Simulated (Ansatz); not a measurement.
# Relaxing BeI3

Computed with DFT PBE, scalar-relativistic, plane waves, PAW (Ansatz 0.2.0). Cutoff 420 eV, Γ-centred k mesh, Gaussian smearing, no spin polarisation in the final step.

This is the end of a relaxation of cell and atoms.

```yaml
crystal:
  lattice:
    - [5.69569, 0.00000, 0.00000]
    - [0.00000, 5.69569, 0.00000]
    - [0.00000, 0.00000, 3.81857]
  atoms:
    - { symbol: Be, position: [0.00000, 0.00000, 0.00000] }
    - { symbol: I, position: [0.00000, 0.50000, 0.50000] }
    - { symbol: I, position: [0.50000, 0.00000, 0.50000] }
    - { symbol: I, position: [0.50000, 0.50000, 0.00000] }
```

Energies over the elements count from the elements' standard structures at the same level, with no empirical corrections.

Q: What space group does it have?

A: P4/mmm (No. 123). Conventional cell: a = 5.696 Å, c = 3.819 Å. Around Be lie 8 I at 3.43 Å, 2 Be at 3.82 Å and 4 I at 4.03 Å; I on Wyckoff site e (2 atoms of the primitive cell) is coordinated by 4 Be at 3.43 Å, 4 I at 3.43 Å, 2 I at 3.82 Å and 4 I at 4.03 Å; around I on Wyckoff site c (1 atom of the primitive cell) lie 8 I at 3.43 Å, 2 I at 3.82 Å and 4 Be at 4.03 Å.

Q: What is its formation energy per atom?

A: 0.88 eV/atom.

Q: Is it a metal?

A: Yes, bands cross the Fermi level on the 10×10×10 mesh.

The final run used a 10×10×10 mesh on its 4-atom cell and 0.10 eV smearing. For metals, differences of a few meV/atom aren't resolved. Spin–orbit coupling is left out. The cell came from a trial start, so BeI3 may not exist in this structure.

Cost: 2 runs of about 3.1 core-minutes in all, on Intel Xeon 6975P-C (Granite Rapids) (shared hosts).